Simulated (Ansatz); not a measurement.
# CHAlP (quartet): from Hartree-Fock to the top rungs at a displaced geometry (v2), cc-pVDZ

One table from this session's results is given with a row withheld; the runs are named, their logs left out.

Program: Ansatz 0.2.0, Gaussian basis. Level of theory: cc-pVDZ, core rule «outside noble gas», up to 11 orbitals frozen. These are calculated values, not measurements.

The runs, in order: UHF; CCSD(T) on ROHF; CCSD(T) on UHF; BCCD(T) on ROHF; CISD; CCSDT(Q) on ROHF; CCSDT(Q) on UHF.

25 further runs of the same task are left out: 8 that didn't finish, 17 set aside as unsound or not needed.

**The geometry**

The geometry is a PBE0/def2-TZVP stationary point (not a proven minimum) with its atoms shifted at random (size 0.100 Å).

4 atoms, charge 0, spin multiplicity 4.

Atoms are counted from 1 here; the program's logs count them from 0.

Bond lengths: Al1–C2 1.876 Å, Al1–P3 2.416 Å, C2–P3 1.768 Å, C2–H4 1.007 Å. Angles: C2–Al1–P3 46.6°, Al1–C2–P3 83.0°, Al1–C2–H4 134.3°, P3–C2–H4 138.9°, Al1–P3–C2 50.4°.

Geometry (Å):

```xyz
4
charge 0, multiplicity 4
Al    0.0665   -0.2432    1.2931
C    -0.0984    1.0947   -0.0121
P    -0.0218   -0.2807   -1.1210
H     0.0613    2.0891   -0.0236
```

The first run:

Input file in.yaml:

```yaml
crystal:
  periodic: [false, false, false]
  atoms:
    - {symbol: Al, position_ang: [0.066489, -0.243158, 1.293076]}
    - {symbol: C, position_ang: [-0.098385, 1.094719, -0.012055]}
    - {symbol: P, position_ang: [-0.021765, -0.280666, -1.120969]}
    - {symbol: H, position_ang: [0.061344, 2.089117, -0.023581]}
basis:
  gaussian: {orbitals: cc-pVDZ}
magnetization: {spin_polarized: true, initial_magnetization: 3}
hamiltonian: {xc: hf}
output: {orbitals: {seedname: orbitals}}
```

Command:

```sh
ansatz run in.yaml --threads 1 --pin off --events-out ev --progress --plain --max-ram 2393MiB
```

Among the steps run: UHF; CCSD(T) on ROHF; CCSD(T) on UHF; BCCD(T) on ROHF; CISD; CCSDT(Q) on ROHF; CCSDT(Q) on UHF.

One table of the session follows, with a row left open; its other results are not shown here.

```
   method  from RCCSDT(Q) (meV)
     ROHF                     ?
      UHF               +8498.6
     RMP2               +1111.9
     UMP2               +1395.3
     CISD               +1353.1
    RCCSD                +526.4
    UCCSD                +502.9
 RCCSD(T)                 +75.8
 UCCSD(T)                 +91.8
  BCCD(T)                 +80.0
   RCCSDT                 +47.6
   UCCSDT                 +41.9
RCCSDT(Q)                     0
UCCSDT(Q)                 -10.2
```

Estimate the missing values for ROHF.

**Answer.** from RCCSDT(Q) (meV): +8829.4. In the column «from RCCSDT(Q) (meV)» it is the highest.

Caveats from the session: Restricted and unrestricted rows rest on different reference determinants; where their highest levels disagree by more than a few hundredths of an eV, they describe different states and don't form one ladder.
